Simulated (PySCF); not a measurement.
**Magnetisability: `O=CF`, CHFO**

Geometry:
| atom | x (Å) | y (Å) | z (Å) |
| --- | --- | --- | --- |
| O1 | -0.889 | -0.851 | -0.002 |
| C2 | -0.077 | 0.001 | -0.005 |
| F3 | 1.230 | -0.239 | -0.011 |
| H4 | -0.253 | 1.095 | -0.004 |

Method: PySCF 2.14.0, GIAO B3LYP/def2-TZVP magnetisability, rotational g tensor and spin-rotation constants, non-relativistic, gas phase. Geometry: PBE0-D3(BJ)/def2-SVP.

Task: What are the magnetisability and the molar susceptibility?

Result: Isotropic -301 × 10⁻³⁰ J/T², or -18.1 × 10⁻⁶ cm³/mol; principal values -366, -272, -263 × 10⁻³⁰ J/T², anisotropy 99 × 10⁻³⁰ J/T² (root of half the summed squared differences of the principal values). The susceptibility is in cgs units.

Task: Split it along the inertial axes a, b, c into diamagnetic and paramagnetic parts about the centre of mass, with the quadrupole moment.

Result: 
```csv
axis,χ (10⁻⁶ cm³/mol),diamagnetic (10⁻⁶ cm³/mol),paramagnetic (10⁻⁶ cm³/mol),summed x² of all electrons (Å²),quadrupole Θ (D Å)
a,-15.9,-42.7,26.9,24.8,-4.43
b,-16.4,-118.5,102.2,6.9,+2.80
c,-22.1,-134.2,112.1,3.2,+1.62
```
Anisotropies 2χaa − χbb − χcc = +6.7 and 2χbb − χaa − χcc = +5.2 × 10⁻⁶ cm³/mol. Θ is traceless in Buckingham's convention.

Task: And the rotational g tensor?

Result: 
| axis | rotational constant (GHz) | g | nuclear part | electronic part |
| --- | --- | --- | --- | --- |
| a | 92.4375 | -0.4565 | 0.7095 | -1.1660 |
| b | 11.8761 | -0.0795 | 0.4905 | -0.5700 |
| c | 10.5240 | -0.0389 | 0.5154 | -0.5544 |

Asymmetric top; isotopes 12C, 19F, 1H, 16O; no vibrational averaging.
